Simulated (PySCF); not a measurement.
# One shape, several levels: SiNH4 (SMILES N[SiH2])

Wanted: a comparison of 6 runs (U-wB97X-V/STO-6G, UB3LYP/STO-6G, UM06-2X/STO-6G, UPBE/STO-6G, UPBE0/STO-6G, USVWN5/STO-6G) of SiNH4. Input form: a Python script.

Program for the calculation: PySCF 2.14.0.

4 further runs of the same task are left out: 4 set aside as unsound or not needed.

## (1) The system as given

SiNH4 has 6 atoms, charge 0, and is taken as a doublet. SMILES: `N[SiH2]`. The N1–H4 distance was set to 2.822 Å, away from the relaxed value. At this shape a bond of the SMILES string is far longer than usual.

Bond lengths: N1–Si2 1.725 Å, N1–H3 1.008 Å, Si2–H5 1.493 Å, Si2–H6 1.493 Å. Angles: N1–Si2–H5 107.3°, N1–Si2–H6 107.3°, Si2–N1–H3 119.9°, H5–Si2–H6 110.5°.

## (2) A single-point energy at U-wB97X-V/STO-6G (run 1)

File start.xyz:

```xyz
6
H4NSi
N      0.732031     0.005890    -1.359144
Si     1.101731     1.684690    -1.218444
H      1.359331    -0.606510    -1.856444
H     -0.503600    -1.346500     0.787600
H      1.451731     2.177190    -2.584144
H     -0.127269     2.368290    -0.715744
```

File run.py:

```python
from pyscf import gto, dft

molecule = gto.M(
    atom='start.xyz',
    spin=1,
    basis='sto-6g',
    max_memory=1860,
    verbose=3,
)

myscf = dft.UKS(molecule)
myscf.xc = 'wb97x-v'
myscf.grids.level = 5
myscf.nlcgrids.level = 1
myscf.conv_tol = 1e-10
myscf.kernel()
if not myscf.converged:
    myscf = myscf.newton().run(myscf.mo_coeff, myscf.mo_occ)

energy = myscf.e_tot
print('E(%s) = %.9f' % ('WB97X-V', energy))
```

Command:

```console
$ OMP_NUM_THREADS=1 python run.py
```

What it wrote:

```text
WARN: HOMO -0.155584850330096 >= LUMO -0.155584850330097

converged SCF energy = -345.08614204199  <S^2> = 0.7500311  2S+1 = 2.0000311
E(WB97X-V) = -345.086142042
```

Run time: 45 s. Hardware: 1 thread of Arm Neoverse V1, shared host; peak memory 0.2 GiB.

## (3) The energy at UB3LYP/STO-6G (run 2)

File job.py:

```python
from pyscf import gto, dft

mol = gto.M(
    atom='''
N      0.732031     0.005890    -1.359144
Si     1.101731     1.684690    -1.218444
H      1.359331    -0.606510    -1.856444
H     -0.503600    -1.346500     0.787600
H      1.451731     2.177190    -2.584144
H     -0.127269     2.368290    -0.715744
''',
    basis='sto-6g',
    max_memory=1860,
    verbose=4,
    spin=1,
)

calc0 = dft.UKS(mol, xc='b3lyp')
calc0.conv_tol = 1e-10
calc0.grids.level = 5
calc0.kernel()
if not calc0.converged:
    calc0 = calc0.newton().run(calc0.mo_coeff, calc0.mo_occ)

energy = calc0.e_tot
print('Final energy', energy)
```

Command:

```console
$ OMP_NUM_THREADS=1 python job.py
```

What it wrote:

```text
PySCF version 2.14.0

[... 116 lines left out ...]
converged SCF energy = -345.166254099554  <S^2> = 0.75008365  2S+1 = 2.0000837
Final energy -345.1662540995542
```

It took 8.1 s on 1 thread of Arm Neoverse V1, shared host; peak memory 0.2 GiB.

Runs 3 to 5 aren't shown in full; the table further down has their settings and results.

## (4) A single-point energy at USVWN5/STO-6G (run 6)

File calc.py:

```python
from pyscf import gto, dft

system = gto.M(
    atom='''
N      1.383338     0.011130    -2.568410
Si     2.081970     3.183603    -2.302525
H      2.568763    -1.146138    -3.508171
H     -0.951666    -2.544516     1.488348
H      2.743374     4.114293    -4.883324
H     -0.240504     4.475419    -1.352560
''',
    unit='bohr',
    basis='sto-6g',
    spin=1,
    max_memory=1860,
    verbose=3,
)

myscf = dft.UKS(system)
myscf.xc = 'svwn'
myscf.conv_tol = 1e-10
myscf.grids.level = 5
myscf.kernel()
if not myscf.converged:
    myscf = myscf.newton().run(myscf.mo_coeff, myscf.mo_occ)

etot = myscf.e_tot
print(f'total energy: {etot:.8f} hartree')
```

Command:

```console
$ OMP_NUM_THREADS=1 python calc.py
```

What it wrote:

```text
WARN: HOMO 0.163568597078086 >= LUMO 0.163682768750899

converged SCF energy = -343.44728529274  <S^2> = 0.75020614  2S+1 = 2.0002061
total energy: -343.44728529 hartree
```

Wall time 5.1 s (1 thread of Arm Neoverse V1, shared host); peak memory 0.14 GiB.

## (5) Overview of the runs

```csv
run,level,nlc grid,energy (Eh),dipole moment (D),HOMO energy (eV),LUMO energy (eV),wall time
1,U-wB97X-V/STO-6G,1,-345.086142,2.12,-6.02,2.93,45 s
2,UB3LYP/STO-6G,–,-345.166254,2.14,-3.34,0.34,8.1 s
3,UM06-2X/STO-6G,–,-345.080379,2.11,-5.04,1.67,13 s
4,UPBE/STO-6G,–,-344.934011,2.05,-1.80,-0.35,7.8 s
5,UPBE0/STO-6G,–,-344.970243,2.11,-3.55,0.63,7.2 s
6,USVWN5/STO-6G,–,-343.447285,2.20,-1.68,-0.32,5.1 s
```

## (6) Summary of results

```
                                 quantity          value
                      run 6: total energy  -343.44729 Eh
                     run 6: dipole moment         2.20 D
run 6: HOMO energy (highest over α and β)       -1.68 eV
 run 6: LUMO energy (lowest over α and β)       -0.32 eV
                              run 6: ⟨S²⟩          0.750
```

The dipole moment (its size) runs from 2.05 D (UPBE/STO-6G) to 2.20 D (USVWN5/STO-6G). Totals of different functionals can't be ranked against each other. In runs 1, 2, 3, 4, 5, 6 the basis is minimal, so the values are rough. All runs together took 87 s, the longest 45 s.
